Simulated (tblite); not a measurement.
# H4OSi2: the cost of one run

Programs: tblite 0.8.0 and PySCF 2.14.0. All values are calculated, for the isolated system unless a continuum is named. Atoms count from 0, parts from 1.

## 1. The system as given

7 atoms, charge 0, multiplicity 1; geometry: distance geometry start.

## 2. Relaxing the cluster with GFN2-xTB

The job: settings as JSON, then the geometry in Å.

```
{"job": {"kind": "relax", "xc": "GFN2-xTB", "basis": "xTB"}, "charge": 0, "multiplicity": 1}
Si     0.929509     1.060739     0.318062
Si    -0.979984    -0.090495     0.325748
O      2.075354     0.485760    -0.816702
H     -2.119065     0.828706     0.456177
H     -1.138372    -0.865788    -0.911531
H     -1.099613    -0.995367     1.478260
H      2.347280    -0.441741    -0.636645
```

Level: GFN2-xTB geometry optimisation, gas phase.

On the command line:

```bash
> OMP_NUM_THREADS=1 python cluster_run.py task.json out
```

One launch serves the whole session: the jobs run in the order shown.

**Question.** How long does this first job take on 1 thread of Arm Neoverse N1, shared host?

About 1.3 s.
